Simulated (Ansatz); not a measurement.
# SiCl (doublet): from Hartree-Fock to the top rungs, def2-TZVPP

The task here is to estimate one member of a computed series from the others.

Program: Ansatz 0.2.0, Gaussian basis. Level of theory: def2-TZVPP, core rule «outside noble gas», up to 10 orbitals frozen. These are calculated values, not measurements.

To be run: UHF; ROHF; CCSD(T) on UHF.

**The geometry**

The geometry is a PBE0/def2-TZVP stationary point (not a proven minimum) of the parent state, kept for this charge and spin.

2 atoms, charge 0, spin multiplicity 2.

Atoms are counted from 1 here; the program's logs count them from 0.

Bond lengths: Si1–Cl2 2.058 Å.

Set-up of the first run:

Contents of in.yaml:

```yaml
crystal:
  periodic: [false, false, false]
  atoms:
    - {symbol: Si, position_ang: [0.000000, 0.000000, 0.000000]}
    - {symbol: Cl, position_ang: [0.000000, 0.000000, 2.057900]}
basis:
  gaussian: {orbitals: def2-TZVPP}
magnetization: {spin_polarized: true, initial_magnetization: 1}
hamiltonian: {xc: hf}
output: {orbitals: {seedname: orbitals}}
```

Run with:

```bash
> ansatz run in.yaml --threads 1 --pin off --events-out ev --progress --plain --max-ram 3968MiB --backend cpu
```

Among the steps run: UHF; ROHF; CCSD(T) on UHF.

One of the session's tables, all rows but one given; the rest of the session is left out.

```
  method  from UCCSD(T) (meV)
    ROHF              +8473.1
     UHF                    ?
    UMP2              +1195.6
   UCCSD               +362.1
UCCSD(T)                    0
```

Estimate the missing values for UHF.

The run gave: from UCCSD(T) (meV): +8328.1. In the column «from UCCSD(T) (meV)» it lies between UMP2 (+1195.6) and ROHF (+8473.1).
